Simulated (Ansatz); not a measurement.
# Rutile SnO2

All values below come from r²SCAN in Ansatz (plane waves, PAW).

Settings: plane-wave cutoff 500 eV, 6×8×1 k mesh (along the axes of the cell as run), gaussian smearing 0.02 eV, scalar-relativistic PAW data made under PBE.

Cell: relaxed at this level.

```
Property                              Value
--------------------------------  ---------
surface energy of the (100) face  1.46 J/m²
ionisation potential of the slab    8.44 eV
```

The slab of 18 atoms is relaxed and unreconstructed.

Spin–orbit coupling is not included.

Static lattice: no zero-point or thermal effects.

Ansatz is an electronic-structure program.
